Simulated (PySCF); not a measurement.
**Silicon: a sound run and one with changed settings**

Sound run: Si [Ne] 3s2 3p2, Si+ [Ne] 3s2 3p1. Calculation: PySCF 2.14, in jorge-DZP-DKH (7s4p1d, 24 functions); the spin-free X2C one-electron Hamiltonian (Gaussian nucleus). In the sound run the correlated levels freeze [Ne]. The sound run starts from symmetry-adapted Hartree-Fock orbitals and uses a fine grid where one is needed.

Changed run: no relativity, point nucleus. This setting is unsound on purpose.

```csv
species,method,sound run (hartree),changed run (hartree),converged
Si,UHF,-289.44986,-288.76790,yes
Si,MN15,-289.98846,-289.26515,yes
Si,PBE,-289.83037,-289.14269,yes
Si,MP2,-289.49563,-288.81370,yes
Si,CCSD(T),-289.51556,-288.83371,yes
Si+,UHF,-289.16977,-288.48734,yes
Si+,MN15,-289.69224,-288.96840,yes
Si+,PBE,-289.53008,-288.84194,yes
Si+,MP2,-289.20512,-288.52274,yes
Si+,CCSD(T),-289.22392,-288.54164,yes
```

Ionisation energy of Si:

```
 method  sound run (eV)  changed run (eV)
    UHF           7.621             7.634
   MN15           8.061             8.075
    PBE           8.171             8.184
    MP2           7.905             7.918
SCS-MP2           7.832             7.845
   CCSD           7.925             7.937
CCSD(T)           7.936             7.948
```

Most of the change in total energy is the relativistic energy itself. On top of that the contraction fixes the core shape for the Hamiltonian it was made with, so the changed run is not a good calculation with the other Hamiltonian either.

For comparison, NIST gives 8.152 eV between the lowest levels.
